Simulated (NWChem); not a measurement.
System: Li cation

NWChem input:

```
start job
memory heap 200 mb stack 900 mb global 1100 mb
charge 1
geometry units angstroms noautoz
  Li     0.000000     0.000000     0.000000
end
basis spherical
  Li library def2-svp
end
dft
  xc mn15
  grid fine
  iterations 150
  mulliken
end
task dft gradient
```

NWChem printed, in part:

```
             Northwest Computational Chemistry Package (NWChem) 7.3.0
             --------------------------------------------------------

                             Geometry "geometry" -> ""
                             -------------------------

 Output coordinates in angstroms (scale by  1.889725989 to convert to a.u.)

  No.       Tag          Charge          X              Y              Z
 ---- ---------------- ---------- -------------- -------------- --------------
    1 Li                   3.0000     0.00000000     0.00000000     0.00000000

 Effective nuclear repulsion energy (a.u.)       0.0000000000

                                 NWChem DFT Module
                                 -----------------

 Summary of "ao basis" -> "ao basis" (spherical)
 ------------------------------------------------------------------------------
       Tag                 Description            Shells   Functions and Types
 ---------------- ------------------------------  ------  ---------------------
 Li                         def2-svp                 5        9   3s2p

            General Information
            -------------------
          SCF calculation type: DFT
          Wavefunction type:  closed shell.
          No. of atoms     :     1
          No. of electrons :     2
           Alpha electrons :     1
            Beta electrons :     1
          Charge           :     1
          Spin multiplicity:     1
          Use of symmetry is: off; symmetry adaption is: off
          Maximum number of iterations: 150
          AO basis - number of functions:     9
                     number of shells:     5
          Convergence on energy requested:  1.00D-06
          Convergence on density requested:  1.00D-05
          Convergence on gradient requested:  5.00D-04

              XC Information
              --------------
                         MN15 Method XC Functional
                     Hartree-Fock (Exact) Exchange  0.440
                          MN15 Exchange Functional  1.000
                        MN15 Correlation Potential  1.000

             Grid Information
             ----------------
          Grid used for XC integration:  fine
          Radial quadrature: Mura-Knowles
          Angular quadrature: Lebedev.
          Tag              B.-S. Rad. Rad. Pts. Rad. Cut. Ang. Pts.
          ---              ---------- --------- --------- ---------
          Li                  1.45       70          12.0       590
          Grid pruning is: on
          Number of quadrature shells:    70
          Spatial weights used:  Erf1

      Superposition of Atomic Density Guess
      -------------------------------------

 Sum of atomic energies:          -7.42506398

 Renormalizing density from       3.00 to      2

      Non-variational initial energy
      ------------------------------

 Total energy =      -5.430286
 1-e energy   =      -6.466952
 2-e energy   =       1.036667
 HOMO         =      -3.133579
 LUMO         =      -0.337197

     ---------------------------------------------
      Total Density - Mulliken Population Analysis
     ---------------------------------------------

    Atom       Charge   Shell Charges
 -----------   ------   -------------------------------------------------------
    1 Li   3     2.00   2.01 -0.01  0.00  0.00  0.00

   convergence    iter        energy       DeltaE   RMS-Dens  Diis-err
 ---------------- ----- ----------------- --------- --------- ---------
 d= 0,ls=0.0,diis     1     -7.2901126946 -7.29D+00  1.67D-02  2.67D-02
 d= 0,ls=0.0,diis     2     -7.2932182547 -3.11D-03  4.41D-04  2.75D-05
 d= 0,ls=0.0,diis     3     -7.2932210892 -2.83D-06  5.13D-06  1.60D-09
 d= 0,ls=0.0,diis     4     -7.2932210894 -1.78D-10  5.45D-08  5.33D-13

         Total DFT energy =       -7.293221089420
      One electron energy =       -8.874578695363
           Coulomb energy =        3.283888621688
    Exchange-Corr. energy =       -1.702531015745
 Nuclear repulsion energy =        0.000000000000

 Numeric. integr. density =        1.999999999976

                       DFT Final Molecular Orbital Analysis
                       ------------------------------------

 Vector    1  Occ=2.000000D+00  E=-2.392534D+00
              MO Center= -7.5D-16, -7.8D-16, -8.0D-16, r^2= 1.3D-01
   Bfn.  Coefficient  Atom+Function         Bfn.  Coefficient  Atom+Function
  ----- ------------  ---------------      ----- ------------  ---------------
     1      0.994578  1 Li s                  2      0.029963  1 Li s

 Vector    2  Occ=0.000000D+00  E=-1.947626D-01
              MO Center=  4.3D-14,  4.3D-14,  4.4D-14, r^2= 4.8D+00
   Bfn.  Coefficient  Atom+Function         Bfn.  Coefficient  Atom+Function
  ----- ------------  ---------------      ----- ------------  ---------------
     2      0.877355  1 Li s                  1     -0.246167  1 Li s
     3      0.169338  1 Li s

 Vector    3  Occ=0.000000D+00  E=-1.140697D-01
              MO Center= -2.6D-15,  6.3D-15, -3.7D-14, r^2= 3.5D+00
   Bfn.  Coefficient  Atom+Function         Bfn.  Coefficient  Atom+Function
  ----- ------------  ---------------      ----- ------------  ---------------
     9      0.837940  1 Li pz                 6      0.226329  1 Li pz
     8     -0.144196  1 Li py                 7      0.059228  1 Li px
     5     -0.038947  1 Li py

 Vector    4  Occ=0.000000D+00  E=-1.140697D-01
              MO Center= -4.8D-16, -4.8D-14, -8.3D-15, r^2= 3.5D+00
   Bfn.  Coefficient  Atom+Function         Bfn.  Coefficient  Atom+Function
  ----- ------------  ---------------      ----- ------------  ---------------
     8      0.840029  1 Li py                 5      0.226893  1 Li py
     9      0.143960  1 Li pz                 6      0.038884  1 Li pz

     ---------------------------------------------
      Total Density - Mulliken Population Analysis
     ---------------------------------------------

    Atom       Charge   Shell Charges
 -----------   ------   -------------------------------------------------------
    1 Li   3     2.00   1.99  0.02 -0.00  0.00  0.00

     -------------------------------------------
      Total Density - Lowdin Population Analysis
     -------------------------------------------

    Atom       Charge   Shell Charges
 -----------   ------   -------------------------------------------------------
    1 Li   3     2.00   1.96  0.04  0.00  0.00  0.00

            General Information
            -------------------
          SCF calculation type: DFT
          Wavefunction type:  closed shell.
          No. of atoms     :     1
          No. of electrons :     2
           Alpha electrons :     1
            Beta electrons :     1
          Charge           :     1
          Spin multiplicity:     1
          Use of symmetry is: off; symmetry adaption is: off
          Maximum number of iterations: 150
          AO basis - number of functions:     9
                     number of shells:     5
          Convergence on energy requested:  1.00D-06
          Convergence on density requested:  1.00D-05
          Convergence on gradient requested:  5.00D-04

              XC Information
              --------------
                         MN15 Method XC Functional
                     Hartree-Fock (Exact) Exchange  0.440
                          MN15 Exchange Functional  1.000
                        MN15 Correlation Potential  1.000

             Grid Information
             ----------------
          Grid used for XC integration:  fine
          Radial quadrature: Mura-Knowles
          Angular quadrature: Lebedev.
          Tag              B.-S. Rad. Rad. Pts. Rad. Cut. Ang. Pts.
          ---              ---------- --------- --------- ---------
          Li                  1.45       70          12.0       590
          Grid pruning is: on
          Number of quadrature shells:    70
          Spatial weights used:  Erf1

          Convergence Information
          -----------------------
          Convergence aids based upon iterative change in
          total energy or number of iterations.
          Levelshifting, if invoked, occurs when the
          HOMO/LUMO gap drops below (HL_TOL):  1.00D-02
          DIIS, if invoked, will attempt to extrapolate
          using up to (NFOCK): 10 stored Fock matrices.

                    Damping( 0%)  Levelshifting(0.5)       DIIS
                  --------------- ------------------- ---------------
          dE  on:    start            ASAP                start
          dE off:    2 iters        150 iters           150 iters

                            NWChem DFT Gradient Module
                            --------------------------

  charge          =   1.00
  wavefunction    = closed shell

                         DFT ENERGY GRADIENTS

    atom               coordinates                        gradient
                 x          y          z           x          y          z
   1 Li      0.000000   0.000000   0.000000   -0.000000  -0.000000  -0.000000
```

Level: MN15/def2-SVP.
